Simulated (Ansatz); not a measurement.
Ansatz (a first-principles code) input (CCSD(T)/aug-cc-pV(D+d)Z):
A basis named .json is the Basis Set Exchange file of that set.

Ansatz 0.2 input:
```yaml
crystal:
  periodic: [false, false, false]
  atoms:
    - {symbol: C, position_ang: [0.05642585, 0.73130304, -0.13077437]}
    - {symbol: C, position_ang: [1.52312736, 0.67639230, 0.04806753]}
    - {symbol: Cl, position_ang: [-0.86834479, -0.70435064, 0.04930713]}
    - {symbol: H, position_ang: [-0.46096356, 1.53945918, -0.62387398]}
    - {symbol: H, position_ang: [1.93775869, 1.68571894, 0.03825061]}
    - {symbol: H, position_ang: [1.79264150, 0.19872643, 0.99385005]}
    - {symbol: H, position_ang: [2.01510562, 0.10388438, -0.75020696]}
basis:
  gaussian:
    orbitals: aug-cc-pV_D+d_Z.json
magnetization: {spin_polarized: true, initial_magnetization: 1}
correlation: {method: ccsd_t, electrons: outside_noble_gas}
output: {forces: true}
```

Output:

```
Functional definition: HF
integrals: 0.31 GiB planned
1112 factors; integrals over basis functions are off by at most 6.7e-4 eV
mean field: 0.47 GiB planned
mean field evaluation 1: about -14624.9510 eV, gradient 1.8e1 eV
mean field evaluation 2: about -14624.9707 eV, gradient 1.8e1 eV
mean field evaluation 4: about -14627.0849 eV, gradient 2.4e0 eV
mean field evaluation 8: about -14627.1690 eV, gradient 1.8e-1 eV
mean field evaluation 16: about -14624.9498 eV, gradient 1.8e1 eV
mean field -14627.16981934 eV, -537.5385762089 hartree, gradient 1.4e-6 eV, S^2 0.767154; 0 other end points of the search recorded, 0 dependent functions left out
7 core orbitals not correlated
reference -14627.16981934 eV, -537.5385762089 hartree; 10, 9 occupied and 97, 98 virtual orbitals, 1112 factors
densities: 2.02 GiB planned
second order -11.47267049 eV of doubles, -0.00000000 eV of singles
coupled cluster: 1.17 GiB planned
cycle   1  -12.27464320 eV  change   -8.0e-1 eV  update   7.6e-2
cycle   2  -12.60302295 eV  change   -3.3e-1 eV  update   2.5e-2
cycle   3  -12.66585397 eV  change   -6.3e-2 eV  update   1.3e-2
cycle   4  -12.66645107 eV  change   -6.0e-4 eV  update   5.3e-3
cycle   5  -12.66613532 eV  change    3.2e-4 eV  update   2.2e-3
cycle   6  -12.66638459 eV  change   -2.5e-4 eV  update   7.1e-4
cycle   7  -12.66643334 eV  change   -4.9e-5 eV  update   2.8e-4
cycle   8  -12.66643156 eV  change    1.8e-6 eV  update   1.2e-4
cycle   9  -12.66640604 eV  change    2.6e-5 eV  update   4.5e-5
cycle  10  -12.66639563 eV  change    1.0e-5 eV  update   1.7e-5
cycle  11  -12.66640116 eV  change   -5.5e-6 eV  update   6.7e-6
cycle  12  -12.66640369 eV  change   -2.5e-6 eV  update   2.9e-6
perturbative correction -0.40570353 eV, -0.0149093298 hartree
the calculation of the forces begins
Total energy: -14640.24192656 eV, -538.0189672886 hartree
Atom 0 at     0.056426     0.731303    -0.130774 Å, force    -0.260253    -0.024116     0.167243 eV/Å
Atom 1 at     1.523127     0.676392     0.048068 Å, force     0.255894    -0.081471    -0.014197 eV/Å
Atom 2 at    -0.868345    -0.704351     0.049307 Å, force    -0.161805    -0.303323     0.026335 eV/Å
Atom 3 at    -0.460964     1.539459    -0.623874 Å, force    -0.249412     0.384347    -0.260269 eV/Å
Atom 4 at     1.937759     1.685719     0.038251 Å, force     0.161044     0.436718    -0.000889 eV/Å
Atom 5 at     1.792641     0.198726     0.993850 Å, force     0.085510    -0.190183     0.403151 eV/Å
Atom 6 at     2.015106     0.103884    -0.750207 Å, force     0.169022    -0.221971    -0.321373 eV/Å
Dipole moment:     0.224560     0.214949    -0.061331 e Å
```

It need not be the lowest isomer of its formula.
